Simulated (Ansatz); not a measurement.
A nudged elastic band was laid between two geometries of CF3 (4 atoms, charge 0, multiplicity 2).

These are results of UKS r2SCANh-D4/def2-SVP (Ansatz 0.2.0), not measurements.

| Property | Result |
| --- | --- |
| movable images | 5 |
| climbing image | yes |
| spring | 5.0 eV/Å² |
| optimiser | quadratic models (default) |
| start path | straight line |
| force threshold | 0.05 eV/Å |
| iteration limit | 60 |
| end points | relaxed |

Initial state:

```xyz
4
Properties=species:S:1:pos:R:3
F -1.227 0.025 0.266
C -0.040 -0.060 -0.289
F 0.659 -1.045 0.228
F 0.608 1.080 -0.205
```

Final state:

```xyz
4
Properties=species:S:1:pos:R:3
F -1.254 -0.015 0.073
C 0.040 0.060 0.289
F 0.632 -1.085 0.035
F 0.582 1.040 -0.398
```

**Question.** Which bonds break or form, and what moves?

**Answer.** No bond is made or broken. The height of C2 over the plane of its neighbours goes from -0.40 to 0.40 Å. The two ends are copies of one structure, up to a mirror image or an exchange of like atoms. The height can change sign by an inversion or by a turn that exchanges like atoms.

**Question.** Give the energies along the band, and the barrier.

**Answer.** The forces met the threshold. The highest image is number 3 of 0 to 6, 1.11 eV above the ends, which have the same energy within 2 meV. Another band between the same ends (5 images) ends at a top of the same energy, where a vibrational analysis finds 1 clearly imaginary mode.

```
image  path coordinate (Å)  energy (eV)  height of C2 over the plane of its neighbours (Å)
    0                 0.00         0.00                                              -0.40
    1                 0.12         0.22                                              -0.27
    2                 0.24         0.76                                              -0.14
    3                 0.36         1.11                                               0.00
    4                 0.48         0.76                                               0.14
    5                 0.60         0.22                                               0.27
    6                 0.73         0.00                                               0.40
```

**Question.** What is the geometry of the highest image?

**Answer.** 
```xyz
4
Properties=species:S:1:pos:R:3:forces:R:3
F -1.297 0.005 0.177 -0.01 0.00 0.00
C 0.000 0.000 0.000 0.00 0.00 0.00
F 0.675 -1.113 0.138 0.01 -0.01 0.00
F 0.622 1.108 -0.315 0.01 0.01 0.00
```

The band took 4 iterations and roughly 90 core-seconds.

The run took 89 s on 1 thread of Arm Neoverse V2, on a shared host, peak memory 0.16 GiB.
